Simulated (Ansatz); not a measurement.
**Si2H4O: ionisation energy by level of theory**

Aim: the vertical ionisation energy of Si2H4O, as cation minus neutral at the neutral's geometry, on several levels, and how well −ε(HOMO) stands in for it.

Computed with Ansatz 0.2.0, Gaussian basis. Level: unrestricted cation, the program's frozen cores in correlated methods.

Levels to be run: UKS PBE-D4/def2-TZVPP; UKS r2SCAN-D4/def2-TZVPP; UKS PBE0-D4/def2-TZVPP; UKS B3LYP-D4/def2-TZVPP; UKS wB97X-V/def2-TZVPP; UKS wB97M-V/def2-TZVPP; UKS B2PLYP/def2-TZVPP; UHF-CCSD(T)/def2-TZVPP; UHF-MP2/def2-QZVPP; extrapolation to the limit; then −ε(HOMO) from the neutral's earlier runs with LDA (SPW92), PBE-D4, revPBE-D4, BLYP-D4, r2SCAN-D4, B97M-V, PBE0-D4, B3LYP-D4, r2SCANh-D4, r2SCAN0-D4, HSE06-D4, BHLYP-D4, CAM-B3LYP-D4, LC-ωPBE, ωB97X-V, ωB97M-V.

## 1. Structure used throughout

An earlier PBE0-D4/def2-TZVP relaxation fixed the geometry.

SMILES `[SiH]O[SiH3]`, 7 atoms, charge 0, spin multiplicity 1.

Atoms are counted from 1 here; the program's logs count them from 0.

Bond lengths: Si1–O2 1.645 Å, Si1–H4 1.549 Å, O2–Si3 1.652 Å, Si3–H5 1.486 Å, Si3–H6 1.483 Å, Si3–H7 1.483 Å. Angles: O2–Si1–H4 97.6°, Si1–O2–Si3 142.3°, O2–Si3–H5 109.8°, O2–Si3–H6 108.5°, O2–Si3–H7 108.5°, H5–Si3–H6 110.1°, H5–Si3–H7 110.1°, H6–Si3–H7 109.7°.

## 2. Cation, UKS PBE-D4/def2-TZVPP

Contents of in.yaml:

```yaml
crystal:
  periodic: [false, false, false]
  atoms:
    - {symbol: Si, position_ang: [-1.691945, -1.472929, -0.230215]}
    - {symbol: O, position_ang: [-0.369026, -0.805358, 0.485107]}
    - {symbol: Si, position_ang: [0.731626, 0.414773, 0.316423]}
    - {symbol: H, position_ang: [-1.779339, -0.509853, -1.440506]}
    - {symbol: H, position_ang: [0.446592, 1.182265, -0.923421]}
    - {symbol: H, position_ang: [0.635087, 1.303755, 1.499749]}
    - {symbol: H, position_ang: [2.088206, -0.180754, 0.247065]}
basis:
  gaussian: {orbitals: def2-TZVPP}
total_charge: 1
magnetization: {spin_polarized: true, initial_magnetization: 1}
hamiltonian: {xc: pbe, dispersion: d4}
```

Further steps of the session: Cation, UKS r2SCAN-D4/def2-TZVPP; Cation, UKS PBE0-D4/def2-TZVPP; Cation, UKS B3LYP-D4/def2-TZVPP; Cation, UKS wB97X-V/def2-TZVPP; Cation, UKS wB97M-V/def2-TZVPP; Cation, UKS B2PLYP (frozen core)/def2-TZVPP; Cation, UHF-CCSD(T)/def2-TZVPP; Cation, UHF-MP2/def2-QZVPP.

Q: Predict the results of all the runs planned. Wanted: ionisation energy, CCSD(T)/CBS; nearest functional by difference; nearest −ε(HOMO); −ε(HOMO) of PBE; T1 of the cation.

As calculated:

| quantity | value |
| --- | --- |
| ionisation energy, CCSD(T)/CBS | 9.09 eV |
| nearest functional by difference | ωB97M-V (-0.12 eV) |
| nearest −ε(HOMO) | LC-ωPBE (+0.06 eV) |
| −ε(HOMO) of PBE | 5.47 eV |
| T1 of the cation | 0.023 |

Energy differences with functionals land within 0.37 eV of the reference. The PBE orbital energy is 3.6 eV too small: a semilocal HOMO is no ionisation energy. Among orbital estimates LC-ωPBE comes nearest. Hartree-Fock falls 1.05 eV short, as the neutral has more correlation energy than the cation.
